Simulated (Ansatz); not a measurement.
Bi (model structure, started from the diamond type, Fd-3m, No. 227, 2 atoms in the cell)

These are PBEsol (Ansatz, a first-principles code, PAW) values and carry that method's errors.

Settings: plane-wave cutoff 500 eV, 20×20×20 k mesh, Fermi–Dirac smearing 0.1 eV, scalar-relativistic PAW data made under PBE.

Cell (relaxed at this level):

Bi is taken in the cubic space group Fd-3m, origin choice 1 (No. 227), the diamond structure, Pearson symbol cF8. Cell: a = b = c = 7.164 Å, α = β = γ = 90.00°. Bi on 8a is surrounded by 4 Bi at 3.102 Å (tetrahedral). (Neighbours: up to the widest gap in distance over summed covalent radii, below 1.35, at either atom.)
(The calculation used a cell of 2 atoms; values per cell refer to that cell.)

```
Property  Result
--------  ------
band gap    none
```

Note: the relaxation could raise the start's symmetry but not lower it, so the cell can be a saddle point.

Spin–orbit coupling is not included; it can shift volumes and moduli of such heavy elements.

A model structure was made by putting elements into a prototype or built by hand; it is no filed structure, need not be a known phase, and can be a saddle point held by its symmetry.
